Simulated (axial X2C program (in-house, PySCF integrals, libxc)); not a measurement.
NPO⁺: properties at the nuclei

Calculated with an axial X2C code built on PySCF integrals: two-component X2C with atomic mean-field Coulomb and Gaunt terms, Gaussian nuclei, basis N dyall-av3z, P dyall-v3z, O dyall-av3z with contracted cores.

N–P–O held linear, with bonds 1.574 and 1.450 Å (near the PBE0 minimum at charge 1 of the determinant lowest at the starting distance; the state shown can have its own minimum elsewhere, held linear; other orders of the atoms were not compared).

Determinant lowest in the PBE0 search, Ω = 3/2 (⟨Sz⟩ = 0.50, ⟨Lz⟩ = 1.00 at PBE0), spin on the atoms N 0.44, P -0.03, O 0.09:

| level | Eeff magnitude (GV/cm) | Ws magnitude P (kHz) | A∥/gI N (MHz) | qzz N (a.u.) | A∥/gI P (MHz) | qzz P (a.u.) | A∥/gI O (MHz) | qzz O (a.u.) |
| --- | --- | --- | --- | --- | --- | --- | --- | --- |
| PBE0 | 0.0122 | 0.00301 | 82.2 | 0.33 | -6.58 | -1.83 | 52 | 0.66 |
| HF | 0.0728 | 0.0186 | 41.8 | 0.38 | -157 | -2.50 | 84.7 | 0.63 |
| PBE | 0.00797 | 0.0019 | 82.4 | 0.32 | 6.73 | -1.49 | 54.4 | 0.62 |

Determinant 0.01 eV from it at PBE0 and this distance, Ω = 1/2 (⟨Sz⟩ = -0.50, ⟨Lz⟩ = 1.00 at PBE0), spin on the atoms N -0.44, P 0.03, O -0.09:

```tsv
level	Eeff magnitude (GV/cm)	Ws magnitude P (kHz)	A∥/gI N (MHz)	qzz N (a.u.)	A∥/gI P (MHz)	qzz P (a.u.)	A∥/gI O (MHz)	qzz O (a.u.)
PBE0	0.0137	0.0101	448	0.34	233	-1.83	229	0.66
HF	0.0866	0.0661	352	0.39	751	-2.50	304	0.61
PBE	0.00869	0.00619	441	0.32	208	-1.49	254	0.62
```

Eeff is the effective electric field on the electron electric dipole moment in this Ω state and Ws the scalar–pseudoscalar constant of the nucleus named (defined with the proton number Z and per Ω); A∥ (defined per Ω) follows by multiplying with gI = μI/(I μN); qzz is the electric field gradient, eQq0 = 234.96 MHz × Q/barn × qzz. The operators were transformed with the bare-nucleus X2C matrices; with these basis sets, hyperfine constants and field gradients can be off by tens of per cent, and where levels differ in sign neither size nor sign is settled.

Problem. With gI(14N) = 0.4038, Q(14N) = 0.02044 barn, gI(17O) = -0.7575, Q(17O) = -0.02558 barn (g factors from the IAEA table of nuclear moments by Stone; Q from Pyykkö, Mol. Phys. 2018), turn the PBE0 values of the first state into constants in MHz.

Solution. A∥(14N) = 82.2 × 0.4038 = 33.2 MHz; eQq0(14N) = 234.96 × (0.02044) × (0.33) = 1.58 MHz; A∥(17O) = 52 × -0.7575 = -39.4 MHz; eQq0(17O) = 234.96 × (-0.02558) × (0.66) = -3.97 MHz.

The molecule was held linear; bending was not examined, so a bent shape may lie lower.

Each state is one determinant with collinear spin. Unrestricted Hartree–Fock can overshoot spin polarisation at the nuclei. Where Eeff spreads by more than a factor of two the levels disagree and none is to be relied on. The search compared states at one distance, so a state with another bond length can lie lower. Where a field gradient or hyperfine factor spreads by more than a factor of two over the levels, a constant derived from it is not to be relied on. PBE0 term energies can be off by some tenths of an eV.
